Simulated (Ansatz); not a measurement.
Geometry optimisation, RKS PBE-D4/cc-pVDZ (Ansatz 0.2.0).

Input:

```yaml
crystal:
  periodic: [false, false, false]
  atoms:
    - { symbol: Si, position_ang: [0.267442, -0.014854, -0.069108] }
    - { symbol: H, position_ang: [0.389941, 0.000512, 1.401634] }
    - { symbol: H, position_ang: [1.640198, 0.011339, -0.697964] }
    - { symbol: H, position_ang: [-0.51002, 1.192022, -0.520109] }
    - { symbol: H, position_ang: [-0.443487, -1.271571, -0.48819] }
    - { symbol: P, position_ang: [-2.838621, 0.209907, 1.286334] }
    - { symbol: H, position_ang: [-2.669667, -0.813495, 0.272987] }
    - { symbol: H, position_ang: [-3.201768, -0.762309, 2.293799] }
    - { symbol: H, position_ang: [-1.458418, 0.136348, 1.653918] }
basis:
  gaussian: { orbitals: cc-pVDZ }
hamiltonian:
  xc: pbe
  dispersion: d4
relax:
  f_tol: 0.03
  max_steps: 50
```

Launched with:

```bash
$ ansatz run input.yaml --threads 1 --pin off --max-ram 2048MiB --backend cpu --events-out ev --progress --plain --runs-dir out
```

Task: Where does it end, and by what steps?

Result: The forces met the threshold. The force dipped under the threshold on the way, but the program's further checks kept it going. After 8 steps the energy has fallen by 0.207 eV; H9 moved furthest, 0.70 Å.

```csv
step,energy less start (eV),largest force component (eV/Å),accepted
0,0.0000,0.686,yes
1,-0.1562,0.153,yes
2,-0.1991,0.117,yes
3,-0.2031,0.172,yes
4,-0.2057,0.016,yes
5,-0.2059,0.039,yes
6,-0.2061,0.027,yes
7,-0.2064,0.013,yes
8,-0.2065,0.014,yes
```

```xyz
9
Properties=species:S:1:pos:R:3
Si 0.539 -0.063 -0.209
H 0.816 -0.051 1.272
H 1.836 0.070 -0.965
H -0.368 1.089 -0.560
H -0.131 -1.360 -0.583
P -3.296 0.178 1.462
H -2.754 -0.634 0.393
H -3.486 -0.974 2.315
H -1.981 0.433 2.008
```

Whether the end is a true minimum wasn't checked by a vibrational analysis.

Run time: 15 s on 1 thread of Arm Neoverse V1, on a shared host, peak memory 0.11 GiB.
